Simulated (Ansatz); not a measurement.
```yaml
crystal:
  periodic: [false, false, false]
  atoms:
    - {symbol: Ta, position_ang: [0.000000, 0.000000, 0.000000]}
    - {symbol: Si, position_ang: [0.000000, 0.000000, 2.560000]}
basis:
  gaussian: {orbitals: def2-TZVP}
magnetization: {spin_polarized: true, initial_magnetization: 5}
hamiltonian: {xc: pbe0}
relax: {f_tol: 0.004, max_steps: 80}
```

```sh
$ ansatz run in.yaml --threads 1 --pin off --events-out ev --progress --plain --max-ram 2176MiB
```

Steps of the relaxation (energy above the last step; positions in Å, forces in eV/Å):

```
2
step 1, 77.1 meV
Ta    0.000    0.000    0.000    0.000    0.000    1.221
Si    0.000    0.000    2.560    0.000    0.000   -1.221
```

```
2
step 2, 26.1 meV
Ta    0.000    0.000    0.089    0.000    0.000   -0.884
Si    0.000    0.000    2.471    0.000    0.000    0.884
```

```
2
step 3, 0.0 meV
Ta    0.000    0.000    0.058    0.000    0.000    0.031
Si    0.000    0.000    2.502    0.000    0.000   -0.031
```

```
2
step 4, 0.0 meV
Ta    0.000    0.000    0.059    0.000    0.000   -0.001
Si    0.000    0.000    2.501    0.000    0.000    0.001
```

Close pairs at the end: Ta1–Si2 2.443 Å.

A stationary point of unrestricted PBE0 after 4 steps, with ⟨S²⟩ = 8.759 against 8.75 for a pure state. 22 s on 1 thread of Arm Neoverse V2, shared host.
